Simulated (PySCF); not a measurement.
Basis-set dependence of excited states

HBO.
Structure used (PBE0-D3(BJ)/def2-SVP), in Å, numbered top down from 1:
```
atom  x, y, z in Å
B1     0.0027   -0.0018   -0.0083
O2     1.2020    0.0055   -0.0217
H3    -1.1817   -0.0088    0.0050
```

TDDFT with PBE0 (PySCF), vertical singlets, core orbitals frozen in the response, spherical d and f functions. Geometry: PBE0-D3(BJ)/def2-SVP; no solvent, vibrations or thermal averaging.

```
      basis  functions  diffuse  S1 (eV)  S2 (eV)  S3 (eV)  S4 (eV)  S5 (eV)  LUMO (eV)  α (au)
     6-31G*         30       no     8.23     8.53     8.53    10.12    10.12       0.73    12.1
   def2-SVP         33       no     8.16     8.46     8.46    10.00    10.00       0.38    12.6
    6-31+G*         38      yes     8.03     8.27     8.27     9.53     9.53      -0.13    14.2
  def2-SVPD         51      yes     8.00     8.25     8.25     9.74     9.74      -0.15    16.6
aug-cc-pVDZ         55      yes     7.94     8.18     8.18     9.52     9.52      -0.26    16.6
  def2-TZVP         68       no     8.00     8.24     8.24     9.78     9.78       0.00    15.5
 def2-TZVPD         86      yes     7.93     8.15     8.15     9.50     9.50      -0.20    16.8
aug-cc-pVTZ        115      yes     7.92     8.13     8.13     9.45     9.45      -0.28    16.8
```

Task: How much do these states and the polarisability depend on the basis?

Result: States are compared by their number. Against the largest diffuse basis here (aug-cc-pVTZ, itself not a converged limit), sets without diffuse functions differ by up to 0.32 eV in S1 and 0.66 eV in S5; the smaller diffuse sets differ by up to 0.11 and 0.28 eV. State by state, the largest deviation of a set without diffuse functions is S1 0.32, S2 0.40, S3 0.40, S4 0.66, S5 0.66 eV. The same number needn't mean the same state in each row. Against aug-cc-pVTZ the polarisability deviates by -28% in 6-31G*, -25% in def2-SVP, -16% in 6-31+G*, -1% in def2-SVPD, -1% in aug-cc-pVDZ, -8% in def2-TZVP, 0% in def2-TZVPD. A single + in a Pople set puts diffuse functions on heavy atoms only.
